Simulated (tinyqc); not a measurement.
Worked calculation: RKS/exchange-only LDA in the sto-3g basis, for LiH, spin multiplicity 1. Computed by tinyqc, a small Python program that keeps every step (integrals from PySCF). Settings: charge = 0, multiplicity = 1, basis = sto-3g, energy threshold = 1e-10, iteration cap = 60, orthogonalisation = symmetric, start = highest core orbitals, DIIS depth = 0, method = RKS, functional = Slater exchange alone, grid = [20, 86]. Command: `OMP_NUM_THREADS=1 python tinyqc.py 21920 21921 out.jsonl` (the two numbers bound the seeds that draw the settings). One thread of a shared host (Intel(R) Xeon(R) Processor @ 2.60GHz), about 0.4 s of CPU time with the checks. Later iterations appear only in the table of the cycle.

## One-electron integrals

Geometry (angstrom):
```
atom         x         y         z
Li    0.000000  0.000000  0.000000
H     0.000000  0.000000  2.328000
```

Basis sto-3g: exponents (1/bohr^2) and contraction coefficients of normalised primitives:
```
element  l (shell)   exponent  coefficient
Li           s (1)  16.119575     0.154329
Li           s (1)   2.936201     0.535328
Li           s (1)   0.794651     0.444635
Li           s (2)   0.636290    -0.099967
Li           s (2)   0.147860     0.399513
Li           s (2)   0.048089     0.700115
Li           p (3)   0.636290     0.155916
Li           p (3)   0.147860     0.607684
Li           p (3)   0.048089     0.391957
H            s (1)   3.425251     0.154329
H            s (1)   0.623914     0.535328
H            s (1)   0.168855     0.444635
```

Overlap, kinetic and nuclear-attraction integrals over the contracted functions; the nuclear repulsion is the sum of Za Zb / Rab.

nuclear repulsion = 0.68192940 hartree

overlap S, lower triangle:
```
           1Li 1s    1Li 2s   1Li 2px   1Li 2py   1Li 2pz     2H 1s
1Li 1s   1.000000
1Li 2s   0.241137  1.000000
1Li 2px  0.000000  0.000000  1.000000
1Li 2py  0.000000  0.000000  0.000000  1.000000
1Li 2pz  0.000000  0.000000  0.000000  0.000000  1.000000
2H 1s    0.012686  0.229252  0.000000  0.000000  0.338211  1.000000
```

kinetic energy T (hartree), lower triangle:
```
            1Li 1s    1Li 2s   1Li 2px   1Li 2py   1Li 2pz     2H 1s
1Li 1s    3.576786
1Li 2s   -0.020237  0.102163
1Li 2px   0.000000  0.000000  0.319682
1Li 2py   0.000000  0.000000  0.000000  0.319682
1Li 2pz   0.000000  0.000000  0.000000  0.000000  0.319682
2H 1s    -0.005852  0.007905  0.000000  0.000000  0.039114  0.760032
```

nuclear attraction V (hartree), lower triangle:
```
            1Li 1s     1Li 2s    1Li 2px    1Li 2py    1Li 2pz      2H 1s
1Li 1s   -8.210191
1Li 2s   -1.019156  -1.427628
1Li 2px   0.000000   0.000000  -1.397959
1Li 2py   0.000000   0.000000   0.000000  -1.397959
1Li 2pz  -0.007608  -0.081238   0.000000   0.000000  -1.457892
2H 1s    -0.050452  -0.346828   0.000000   0.000000  -0.516828  -1.908503
```

core Hamiltonian H = T + V (hartree), lower triangle:
```
            1Li 1s     1Li 2s    1Li 2px    1Li 2py    1Li 2pz      2H 1s
1Li 1s   -4.633405
1Li 2s   -1.039393  -1.325465
1Li 2px   0.000000   0.000000  -1.078277
1Li 2py   0.000000   0.000000   0.000000  -1.078277
1Li 2pz  -0.007608  -0.081238   0.000000   0.000000  -1.138210
2H 1s    -0.056304  -0.338923   0.000000   0.000000  -0.477714  -1.148471
```

## Two-electron integrals

Functions are numbered as in S; the eight-fold symmetry (ij|kl) = (ji|kl) = (kl|ij) leaves the list below.

Two-electron integrals (ij|kl) in chemists' order, unique and non-zero (hartree):
```
(11|11) 1.680395   (21|11) 0.265420   (21|21) 0.049941   (22|11) 0.397727
(22|21) 0.092860   (22|22) 0.290562   (31|31) 0.008981   (32|31) 0.013788
(32|32) 0.064184   (33|11) 0.396640   (33|21) 0.092880   (33|22) 0.290497
(33|33) 0.312946   (41|41) 0.008981   (42|41) 0.013788   (42|42) 0.064184
(43|43) 0.016869   (44|11) 0.396640   (44|21) 0.092880   (44|22) 0.290497
(44|33) 0.279207   (44|44) 0.312946   (51|51) 0.008981   (52|51) 0.013788
(52|52) 0.064184   (53|53) 0.016869   (54|54) 0.016869   (55|11) 0.396640
(55|21) 0.092880   (55|22) 0.290497   (55|33) 0.279207   (55|44) 0.279207
(55|55) 0.312946   (61|11) 0.013091   (61|21) 0.002503   (61|22) 0.004832
(61|33) 0.004768   (61|44) 0.004768   (61|51) 0.000346   (61|52) 0.000679
(61|55) 0.004961   (61|61) 0.000141   (62|11) 0.065486   (62|21) 0.015640
(62|22) 0.056737   (62|33) 0.053363   (62|44) 0.053363   (62|51) 0.002351
(62|52) 0.018020   (62|55) 0.063433   (62|61) 0.000970   (62|62) 0.023614
(63|31) 0.000820   (63|32) 0.004723   (63|53) 0.002282   (63|63) 0.001116
(64|41) 0.000820   (64|42) 0.004723   (64|54) 0.002282   (64|64) 0.001116
(65|11) 0.092299   (65|21) 0.022150   (65|22) 0.082137   (65|33) 0.076535
(65|44) 0.076535   (65|51) 0.003609   (65|52) 0.027914   (65|55) 0.093264
(65|61) 0.001397   (65|62) 0.036353   (65|65) 0.056216   (66|11) 0.227284
(66|21) 0.054792   (66|22) 0.217983   (66|33) 0.200445   (66|44) 0.200445
(66|51) 0.007579   (66|52) 0.076656   (66|55) 0.252889   (66|61) 0.003396
(66|62) 0.121484   (66|65) 0.191239   (66|66) 0.774606
```

## Orthogonalisation

S = U s U^T; symmetric (Loewdin) form X = U s^(-1/2) U^T, so that X^T S X = 1.

eigenvalues of S: 0.568375  0.808426  1.000000  1.000000  1.182539  1.440660

X, lower triangle:
```
            1Li 1s     1Li 2s   1Li 2px   1Li 2py    1Li 2pz     2H 1s
1Li 1s    1.023368
1Li 2s   -0.128787   1.046842
1Li 2px   0.000000   0.000000  1.000000
1Li 2py   0.000000   0.000000  0.000000  1.000000
1Li 2pz  -0.005156   0.034345  0.000000  0.000000   1.049024
2H 1s     0.017373  -0.132236  0.000000  0.000000  -0.189662  1.072111
```

## Starting guess

The start is the highest orbitals of the core Hamiltonian (a deliberately bad start); D = 2 C_occ C_occ^T.

D at the start, lower triangle:
```
            1Li 1s     1Li 2s    1Li 2px   1Li 2py    1Li 2pz     2H 1s
1Li 1s    0.001451
1Li 2s   -0.008887   0.054438
1Li 2px   0.000000   0.000000   0.148465
1Li 2py   0.000000   0.000000  -0.524299  1.851535
1Li 2pz  -0.045721   0.280069   0.000000  0.000000   1.440880
2H 1s     0.049761  -0.304818   0.000000  0.000000  -1.568207  1.706785
```

## Iteration 1: exchange-correlation on the grid

Becke grid with 20 radial and 86 angular points per atom, points of zero weight dropped. rho = sum D_ij phi_i phi_j; V_xc,ij = sum w v_xc phi_i phi_j; v_xc is d(rho eps)/d rho.

The 16 grid points with the largest w rho, of 3430 (bohr, atomic units):
```
x                  y         z         w       rho     eps_xc       v_xc
-1.035894   2.566826  0.000000  0.850333  0.018968  -0.196966  -0.262622
1.035894   -2.566826  0.000000  0.850333  0.018968  -0.196966  -0.262622
-1.344675   3.331947  0.000000  1.737569  0.008871  -0.152887  -0.203849
1.344675   -3.331947  0.000000  1.737569  0.008871  -0.152887  -0.203849
0.000000    2.566826  1.035894  0.849835  0.017840  -0.192981  -0.257308
0.000000   -2.566826  1.035894  0.849835  0.017840  -0.192981  -0.257308
-1.023050   2.359747  1.023050  0.799371  0.018786  -0.196333  -0.261777
1.023050   -2.359747  1.023050  0.799371  0.018786  -0.196333  -0.261777
0.000000    2.767972  0.000000  0.831020  0.017774  -0.192745  -0.256993
0.000000   -2.767972  0.000000  0.831020  0.017774  -0.192745  -0.256993
0.000000    3.331947  1.344675  1.731046  0.008334  -0.149738  -0.199651
0.000000   -3.331947  1.344675  1.731046  0.008334  -0.149738  -0.199651
-1.328002   3.063143  1.328002  1.628517  0.008777  -0.152349  -0.203132
1.328002   -3.063143  1.328002  1.628517  0.008777  -0.152349  -0.203132
0.000000    3.593052  0.000000  1.698103  0.008312  -0.149610  -0.199480
0.000000   -3.593052  0.000000  1.698103  0.008312  -0.149610  -0.199480
```

electrons on the grid, sum of w rho = 4.000039

E_xc = sum of w rho eps_xc = -0.79701833 hartree

V_xc (hartree), lower triangle:
```
            1Li 1s     1Li 2s    1Li 2px    1Li 2py    1Li 2pz      2H 1s
1Li 1s   -0.209347
1Li 2s   -0.059733  -0.185219
1Li 2px   0.000000   0.000000  -0.157370
1Li 2py   0.000000   0.000000   0.015456  -0.207124
1Li 2pz  -0.000267  -0.002071   0.000000   0.000000  -0.191840
2H 1s    -0.003203  -0.050933   0.000000   0.000000  -0.077830  -0.367700
```

## Iteration 1: building the Kohn-Sham matrix

J_ij = sum D_kl (ij|kl); F = H + J + V_xc; E = tr D H + tr D J / 2 + E_xc + E_nn.

Coulomb J (hartree), lower triangle:
```
           1Li 1s    1Li 2s    1Li 2px   1Li 2py   1Li 2pz     2H 1s
1Li 1s   1.443979
1Li 2s   0.338904  1.094637
1Li 2px  0.000000  0.000000   1.050480
1Li 2py  0.000000  0.000000  -0.017689  1.107939
1Li 2pz  0.007120  0.067057   0.000000  0.000000  1.125005
2H 1s    0.018109  0.289939   0.000000  0.000000  0.435033  1.467298
```

Kohn-Sham matrix F (hartree), lower triangle:
```
            1Li 1s     1Li 2s    1Li 2px    1Li 2py    1Li 2pz      2H 1s
1Li 1s   -3.398772
1Li 2s   -0.760222  -0.416047
1Li 2px   0.000000   0.000000  -0.185167
1Li 2py   0.000000   0.000000  -0.002233  -0.177462
1Li 2pz  -0.000755  -0.016252   0.000000   0.000000  -0.205045
2H 1s    -0.041398  -0.099917   0.000000   0.000000  -0.120511  -0.048872
```

total energy of this density = -1.82553346 hartree

## Iteration 1: diagonalisation and new density

Diagonalise F' = X^T F X, C = X C', fill 2 alpha and 2 beta electrons from the bottom; D = 2 C_occ C_occ^T. Each column has its largest component positive (the first on a tie).

F' = X^T F X (hartree), lower triangle:
```
           1          2          3          4          5         6
1  -3.367024
2  -0.320696  -0.282235
3   0.000000   0.000000  -0.185167
4   0.000000   0.000000  -0.002233  -0.177462
5  -0.001569   0.000628   0.000000   0.000000  -0.179700
6   0.005349  -0.065565   0.000000   0.000000  -0.091389  0.006629
```

orbital energies (hartree): MO1 -3.400013, MO2 -0.271760, MO3 -0.206863, MO4 -0.185767, MO5 -0.176862, MO6 0.056305

coefficients C:
```
               MO1        MO2        MO3       MO4        MO5        MO6
1Li 1s    1.004822  -0.206155   0.089429  0.000000   0.000000   0.063502
1Li 2s   -0.021028   0.919070  -0.411618  0.000000   0.000000  -0.341423
1Li 2px   0.000000   0.000000   0.000000  0.965699  -0.259663   0.000000
1Li 2py   0.000000   0.000000   0.000000  0.259663   0.965699   0.000000
1Li 2pz  -0.001194   0.288885   0.865638  0.000000   0.000000  -0.552126
2H 1s     0.004111   0.157072   0.162141  0.000000   0.000000   1.073407
```

D after iteration 1, lower triangle:
```
            1Li 1s    1Li 2s   1Li 2px   1Li 2py   1Li 2pz     2H 1s
1Li 1s    2.104335
1Li 2s   -0.421200  1.690263
1Li 2px   0.000000  0.000000  0.000000
1Li 2py   0.000000  0.000000  0.000000  0.000000
1Li 2pz  -0.121510  0.531061  0.000000  0.000000  0.166912
2H 1s    -0.056501  0.288547  0.000000  0.000000  0.090742  0.049377
```

## Iteration 2: exchange-correlation on the grid

As before.

The 16 grid points with the largest w rho, of 3430 (bohr, atomic units):
```
x                  y         z         w       rho     eps_xc       v_xc
0.000000   -1.035894  2.566826  0.708954  0.015205  -0.182972  -0.243963
1.035894    0.000000  2.566826  0.708954  0.015205  -0.182972  -0.243963
-1.035894   0.000000  2.566826  0.708954  0.015205  -0.182972  -0.243963
0.000000    1.035894  2.566826  0.708954  0.015205  -0.182972  -0.243963
0.000000    0.000000  2.767972  0.554370  0.018722  -0.196112  -0.261483
1.023050   -1.023050  2.359747  0.735475  0.013331  -0.175121  -0.233495
-1.023050  -1.023050  2.359747  0.735475  0.013331  -0.175121  -0.233495
1.023050    1.023050  2.359747  0.735475  0.013331  -0.175121  -0.233495
-1.023050   1.023050  2.359747  0.735475  0.013331  -0.175121  -0.233495
0.523323   -1.921953  1.921953  0.840600  0.011020  -0.164354  -0.219139
-0.523323  -1.921953  1.921953  0.840600  0.011020  -0.164354  -0.219139
1.921953   -0.523323  1.921953  0.840600  0.011020  -0.164354  -0.219139
1.921953    0.523323  1.921953  0.840600  0.011020  -0.164354  -0.219139
-1.921953  -0.523323  1.921953  0.840600  0.011020  -0.164354  -0.219139
-1.921953   0.523323  1.921953  0.840600  0.011020  -0.164354  -0.219139
0.523323    1.921953  1.921953  0.840600  0.011020  -0.164354  -0.219139
```

electrons on the grid, sum of w rho = 3.999854

E_xc = sum of w rho eps_xc = -1.75270821 hartree

V_xc (hartree), lower triangle:
```
            1Li 1s     1Li 2s    1Li 2px    1Li 2py    1Li 2pz      2H 1s
1Li 1s   -0.971566
1Li 2s   -0.127560  -0.171091
1Li 2px   0.000000   0.000000  -0.168271
1Li 2py   0.000000   0.000000   0.000000  -0.168271
1Li 2pz  -0.003987  -0.033931   0.000000   0.000000  -0.171493
2H 1s    -0.006484  -0.044408   0.000000   0.000000  -0.065770  -0.206295
```

## Iteration 2: building the Kohn-Sham matrix

As before.

Coulomb J (hartree), lower triangle:
```
           1Li 1s    1Li 2s   1Li 2px   1Li 2py   1Li 2pz     2H 1s
1Li 1s   4.115277
1Li 2s   0.704392  1.356206
1Li 2px  0.000000  0.000000  1.348084
1Li 2py  0.000000  0.000000  0.000000  1.348084
1Li 2pz  0.014809  0.083994  0.000000  0.000000  1.365130
2H 1s    0.036036  0.275799  0.000000  0.000000  0.399206  1.065038
```

Kohn-Sham matrix F (hartree), lower triangle:
```
            1Li 1s     1Li 2s   1Li 2px   1Li 2py    1Li 2pz      2H 1s
1Li 1s   -1.489694
1Li 2s   -0.462561  -0.140350
1Li 2px   0.000000   0.000000  0.101535
1Li 2py   0.000000   0.000000  0.000000  0.101535
1Li 2pz   0.003214  -0.031175  0.000000  0.000000   0.055427
2H 1s    -0.026751  -0.107531  0.000000  0.000000  -0.144279  -0.289728
```

total energy of this density = -7.31662327 hartree

## Iteration 2: diagonalisation and new density

As before.

F' = X^T F X (hartree), lower triangle:
```
           1          2         3         4          5          6
1  -1.441136
2  -0.287172  -0.030891
3   0.000000   0.000000  0.101535
4   0.000000   0.000000  0.000000  0.101535
5  -0.000029   0.000652  0.000000  0.000000   0.107010
6   0.015015  -0.074144  0.000000  0.000000  -0.121222  -0.245221
```

orbital energies (hartree): MO1 -1.497371, MO2 -0.298972, MO3 0.036659, MO4 0.101535, MO5 0.101535, MO6 0.149446

coefficients C:
```
               MO1        MO2        MO3       MO4        MO5        MO6
1Li 1s    0.979544  -0.055095  -0.309764  0.000000   0.000000  -0.075509
1Li 2s    0.074817   0.114874   1.015037  0.000000   0.000000   0.286423
1Li 2px   0.000000   0.000000   0.000000  0.999640  -0.026834   0.000000
1Li 2py   0.000000   0.000000   0.000000  0.026834   0.999640   0.000000
1Li 2pz   0.001520   0.122763  -0.210725  0.000000   0.000000   1.038340
2H 1s    -0.008770   0.920903  -0.233563  0.000000   0.000000  -0.548170
```

D after iteration 2, lower triangle:
```
            1Li 1s    1Li 2s   1Li 2px   1Li 2py   1Li 2pz     2H 1s
1Li 1s    1.925084
1Li 2s    0.133916  0.037587
1Li 2px   0.000000  0.000000  0.000000
1Li 2py   0.000000  0.000000  0.000000  0.000000
1Li 2pz  -0.010549  0.028432  0.000000  0.000000  0.030146
2H 1s    -0.118655  0.210262  0.000000  0.000000  0.226080  1.696277
```

Within a degenerate level the vectors are fixed only up to a rotation; this is one choice.

## Convergence

Stop when the energy changes by less than 1e-10 hartree and every element of the error matrix X^T (F D S - S D F) X is below 3e-06.

Course of the cycle:
```
iteration  E (hartree)     change  largest element of the error matrix
1          -1.82553346          -                             1.73e-01
2          -7.31662327  -5.49e+00                             3.08e-01
3          -7.29969816   1.69e-02                             3.12e-01
4          -7.02097540   2.79e-01                             2.24e-01
5          -7.28254708  -2.62e-01                             3.17e-01
6          -7.01995058   2.63e-01                             2.24e-01
7          -7.28314725  -2.63e-01                             3.16e-01
8          -7.02010012   2.63e-01                             2.24e-01
9          -7.28312717  -2.63e-01                             3.16e-01
10         -7.02009353   2.63e-01                             2.24e-01
11         -7.28312785  -2.63e-01                             3.16e-01
12         -7.02009377   2.63e-01                             2.24e-01
13         -7.28312783  -2.63e-01                             3.16e-01
14         -7.02009377   2.63e-01                             2.24e-01
...                ...        ...                                  ...
47         -7.28312783  -2.63e-01                             3.16e-01
48         -7.02009377   2.63e-01                             2.24e-01
49         -7.28312783  -2.63e-01                             3.16e-01
50         -7.02009377   2.63e-01                             2.24e-01
51         -7.28312783  -2.63e-01                             3.16e-01
52         -7.02009377   2.63e-01                             2.24e-01
53         -7.28312783  -2.63e-01                             3.16e-01
54         -7.02009377   2.63e-01                             2.24e-01
55         -7.28312783  -2.63e-01                             3.16e-01
56         -7.02009377   2.63e-01                             2.24e-01
57         -7.28312783  -2.63e-01                             3.16e-01
58         -7.02009377   2.63e-01                             2.24e-01
59         -7.28312783  -2.63e-01                             3.16e-01
60         -7.02009377   2.63e-01                             2.24e-01
```

PySCF RKS in the same basis, fine grid = -7.52442632 hartree

Not converged within the cap of 60 iterations: the residual has stopped falling: the iteration swings between two states. Reruns (cap 100 unless said): DIIS 8: converged in 16; damping 0.5: not converged; level shift 0.5: converged in 63; atomic densities as start, DIIS 8: converged in 9; the original settings with a cap of 400: not converged.
